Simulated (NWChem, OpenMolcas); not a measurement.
## NWChem → OpenMolcas

NWChem 7.3.0 runs this on BOF (SMILES O=BF):

mol.xyz:
```
3
BFO gradient
O      0.983100    -0.565100     0.479900
B      0.020300    -0.011600     0.009900
F     -1.003400     0.576800    -0.489800
```

mol.nw:
```
start mol
title "BFO gradient"
memory stack 880 mb heap 220 mb global 1100 mb
geometry noautosym nocenter noautoz
  load mol.xyz
end
basis spherical bse
  * library cc-pVTZ
end
dft
  xc xpbe96 cpbe96
  grid fine
  convergence energy 1e-08
  iterations 100
  mulliken
end
task dft gradient
```

```bash
$ nwchem mol.nw > mol.out
```

The coordinates come from a PBE0-D4/def2-TZVP relaxation.

It gives a total energy of -199.871468 Eh.

Q: Translate the job to OpenMolcas 26.06 as an input file of the program's own.

A: This input was run:

mol.inp:
```
&gateway
  baslib=$CurrDir
  coord
  3
  angstrom
  O        0.983100      -0.565100       0.479900
  B        0.020300      -0.011600       0.009900
  F       -1.003400       0.576800      -0.489800
  basis=cc-pVTZ
  group=NoSym

&seward
  gridinput
  Grid=UltraFine
  End of Grid

&scf
  ksdft=PBE
  thresholds=1e-10 1e-07 1e-07 1e-05
  prorbitals=0

&alaska
```

```bash
$ export MOLCAS_MEM=1860
$ pymolcas mol.inp > mol.log
```

(Basis files named in the input come from the Basis Set Exchange and aren't shown.)

Its energy is -199.871467 Eh, 0.001 mEh from the first.
